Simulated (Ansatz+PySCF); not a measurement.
singlet C₃H₅(+): levels of theory in one basis

```xyz
8

C    -0.0096   -0.0021   -0.4907
C    -0.0056    1.1980    0.2120
C     0.0076   -1.1938    0.2163
H    -0.0091   -0.0029   -1.5843
H     0.0090    2.1624   -0.3000
H     0.0000    1.2078    1.3177
H    -0.0031   -2.1513   -0.2979
H    -0.0041   -1.2040    1.2995
```

Basis set: def2-SVP (spherical functions). Frozen core: 3 orbitals. Charge 1, multiplicity 1.

Computed with Ansatz (development build ahead of 0.2.0); each method stands on the lowest determinant of its kind that the runs found. NEVPT2 correlates all electrons. Active spaces start from the frontier orbitals, and the lowest solution found is given.

```
        method  E − E(RHF) (eV)  <S²> of the determinant
           RHF             0.00                     0.00
           UHF            -0.02                     0.17
       RHF-MP2           -10.12                        –
       UHF-MP2            -9.94                     0.17
   RHF-CCSD(T)           -11.59                        –
   CASSCF(2,3)            -0.80                        –
SC-NEVPT2(2,3)           -10.55                        –
```

(1) What does RHF-CCSD give on the same scale?

(2) Is a single determinant a sound starting point here?

Results:

(1) -11.15 eV.

(2) Only with care. Unrestricted orbitals gain 0.02 eV and <S²> is 0.17 against 0.00 for a pure state, so spin symmetry breaks but gains little energy; restricted orbitals can still serve. The CASSCF(2,3) natural occupations are 1.91, 0.07, 0.02.

Caution for UHF, UHF-MP2: the unrestricted determinant is spin contaminated. Caution for UHF-MP2: another reference gives a lower total.
